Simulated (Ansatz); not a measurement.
**What a trial cell of Au relaxes into**

Theory: DFT PBEsol, scalar-relativistic, plane waves, PAW in Ansatz 0.2.0. Cutoff 420 eV, Γ-centred k mesh, Gaussian smearing, no spin polarisation in the final step.

Au was placed on the alpha-boron structure type (R-3m, No. 166), at a guessed volume.

```xyz
12
Lattice="3.3978 1.9617 5.7946 -3.3978 1.9617 5.7946 0.0000 -3.9234 5.7946" Properties=species:S:1:pos:R:3 pbc="T T T"
Au   -2.1862    1.2622    3.9055
Au    0.0000   -2.5244    3.9055
Au    2.1862    1.2622    3.9055
Au    2.1862   -1.2622   13.4783
Au   -2.1862   -1.2622   13.4783
Au    0.0000    2.5244   13.4783
Au   -1.3911    0.8032    6.2174
Au    0.0000   -1.6063    6.2174
Au    1.3911    0.8032    6.2174
Au    1.3911   -0.8032   11.1665
Au   -1.3911   -0.8032   11.1665
Au    0.0000    1.6063   11.1665
```

Cell and atoms relax at zero pressure; the relaxation can't lower the symmetry of the start. After a coarse first stage the cell is made exact in the group found at 0.06 Å.

Energies count from the standard state of Au at the same level.

Q: Describe the relaxed structure.

A: It keeps R-3m (No. 166). The result has the alpha-boron structure. Conventional cell: a = 7.153 Å, c = 19.617 Å. Au on Wyckoff site h (6 atoms of the primitive cell) has 6 Au at 2.59–2.78 Å; Au on Wyckoff site h (6 atoms of the primitive cell) has 7 Au at 2.67–2.79 Å.

```cif
data_structure
_symmetry_space_group_name_H-M 'R-3m:H'
_symmetry_Int_Tables_number 166
_cell_length_a 7.1527
_cell_length_b 7.1527
_cell_length_c 19.6172
_cell_angle_alpha 90.000
_cell_angle_beta 90.000
_cell_angle_gamma 120.000
_cell_volume 869.18
loop_
_atom_site_label
_atom_site_type_symbol
_atom_site_symmetry_multiplicity
_atom_site_Wyckoff_symbol
_atom_site_fract_x
_atom_site_fract_y
_atom_site_fract_z
_atom_site_occupancy
Au1 Au 18 h 0.12970 0.87030 0.89504 1
Au2 Au 18 h 0.54217 0.45783 0.69358 1
```

Q: What are its volume, energy, density and gap?

A: The volume per atom is 24.14 Å³. The density is 13.55 g/cm³. The energy over the standard structure is 0.56 eV/atom and the gap on the 6×6×6 mesh is 0 eV (a metal).

The final run used a 6×6×6 mesh on its 12-atom cell and 0.10 eV smearing. The k mesh leaves about 4 meV/atom of noise in metals. Spin–orbit coupling is left out. A structure relaxed within its symmetry needn't be a true minimum. The steps took of the order of 5 core-minutes in all.